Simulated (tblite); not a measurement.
CH4P2.
SMILES with atom numbers: `[CH2:1]=[P:2][PH2:3]` (hydrogens: H4, H5 on C1; H6, H7 on P3)

Geometry (GFN2-xTB, Å), atoms numbered from 1 in this order:
```
atom  x, y, z in Å
C1    -1.448   -0.161   -0.299
P2    -0.317   -0.602    0.843
P3     1.417    0.479    0.095
H4    -2.456   -0.533   -0.223
H5    -1.240    0.489   -1.133
H6     1.776    0.950    1.359
H7     2.271   -0.617    0.231
```

Computed with GFN2-xTB (tblite): harmonic, unscaled wavenumbers at the GFN2-xTB geometry, gas phase. This tight-binding method is rough: wavenumbers can miss measured ones by several per cent, in bad cases by 10 to 20. Modes of hydrogen on phosphorus can be 10 to 20 % off. One conformer, not necessarily the lowest.

Harmonic wavenumbers (cm⁻¹): 62.9, 238.5, 484.6, 517.7, 737.2, 750.5, 792.4, 875.6, 1085.2, 1137.2, 1389.1, 2232.0, 2296.2, 3067.0, 3107.4.

A = 18563, B = 4365, C = 3636 MHz; mass 77.979 u (most abundant isotopes); point group Cs, symmetry number 1.

Q: Zero-point energy?

A: ½Σν̃ = 9387 cm⁻¹ = 112.29 kJ/mol.

Q: Entropy at 350 K, 1 bar (ideal gas, RRHO, classical rotation)?

A: Translation 166.52, rotation 104.52, vibration 42.63: S = 313.7 J/(mol K).

Q: And Cp and H(350 K) − H(0)?

A: Cp = 80.57 J/(mol K), of which vibrations give 47.32 (their classical limit is 15 R = 124.7); H(350 K) − H(0) = 19.55 kJ/mol without the zero-point energy, 7.91 from vibrations.

Q: How do the functions run with temperature in this model?

A: 
```csv
T (K),S (J/(mol K)),Cp (J/(mol K)),H − H(0) (kJ/mol),G − H(0) (kJ/mol),ln q(vib)
100,240.1,45.1,3.94,-20.07,0.55
200,275.2,58.4,9.07,-45.96,1.28
300,301.8,73.7,15.69,-74.85,2.03
500,345.3,96.9,32.93,-139.73,3.59
800,395.8,117.5,65.37,-251.25,5.87
1000,423.0,126.4,89.81,-333.20,7.28
```

q(vib) and H(0) count from the zero-point level.

Q: Which modes carry the vibrational entropy at 350 K?

A: 62.9 cm⁻¹: 19.58; 238.5 cm⁻¹: 8.80; 484.6 cm⁻¹: 3.84; 517.7 cm⁻¹: 3.45; 737.2 cm⁻¹: 1.69; 750.5 cm⁻¹: 1.62 J/(mol K); the other 9 give 3.66 together.

Q: What must be added to the electronic energy to get the Gibbs energy at 350 K and 1 bar?

A: ZPE + [H(350 K) − H(0)] − T·S = 112.29 + 19.55 − 109.79 = 22.05 kJ/mol.

Hindered rotation and anharmonicity are outside this model. Other conformers, if any are populated, would add a mixing term that is left out.
